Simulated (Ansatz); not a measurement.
Geometry optimisation, UKS PBE0-D4/def2-SVP in Ansatz 0.2.0.

Input:

```yaml
crystal:
  periodic: [false, false, false]
  atoms:
    - { symbol: H, position_ang: [-0.190816, -0.593086, -0.505655] }
    - { symbol: S, position_ang: [0.64605, -0.268833, -3.01382] }
    - { symbol: C, position_ang: [-0.286345, -0.533024, 0.573178] }
    - { symbol: C, position_ang: [-0.513903, 0.624408, 1.190369] }
    - { symbol: H, position_ang: [1.759736, -0.013042, -2.287292] }
    - { symbol: H, position_ang: [-0.188431, -1.468455, 1.133523] }
    - { symbol: H, position_ang: [-0.613985, 1.560523, 0.630968] }
    - { symbol: H, position_ang: [-0.612207, 0.691609, 2.27863] }
magnetization:
  spin_polarized: true
  initial_magnetization: 1
basis:
  gaussian: { orbitals: def2-SVP }
hamiltonian:
  xc: pbe0
  dispersion: d4
relax:
  f_tol: 0.03
  max_steps: 50
```

Command:

```bash
$ ansatz run input.yaml --threads 2 --pin off --max-ram 3072MiB --backend cpu --events-out ev --progress --plain --runs-dir out
```

Q: Where does it end, and by what steps?

A: It converged. The force dipped under the threshold on the way, but the program's further checks kept it going. After 20 steps the energy has fallen by 0.040 eV; H5 moved furthest, 0.85 Å.

```tsv
step	energy less start (eV)	largest force component (eV/Å)	accepted
0	0.0000	0.420	yes
1	-0.0177	0.164	yes
2	-0.0186	0.125	yes
3	-0.0194	0.064	yes
4	-0.0202	0.010	yes
5	-0.0212	0.207	yes
6	-0.0228	0.094	yes
7	-0.0232	0.223	yes
8	-0.0260	0.254	yes
9	-0.0298	0.259	yes
10	-0.0273	0.588	no
11	-0.0352	0.075	yes
12	-0.0336	0.193	no
13	-0.0371	0.031	yes
14	-0.0384	0.027	yes
15	-0.0394	0.061	yes
16	-0.0398	0.059	yes
17	-0.0401	0.045	yes
18	-0.0402	0.060	yes
19	-0.0403	0.040	yes
20	-0.0404	0.022	yes
```

```xyz
8
Properties=species:S:1:pos:R:3
H -0.640 -1.129 -0.373
S 0.863 0.359 -2.852
C -0.406 -0.745 0.625
C -0.319 0.563 0.858
H 1.320 0.183 -1.588
H -0.250 -1.484 1.418
H -0.480 1.294 0.059
H -0.088 0.959 1.852
```

Time of the run: 47 s on 2 threads of Intel(R) Xeon(R) 6975P-C (Granite Rapids), with other jobs on the host, peak memory 0.19 GiB.
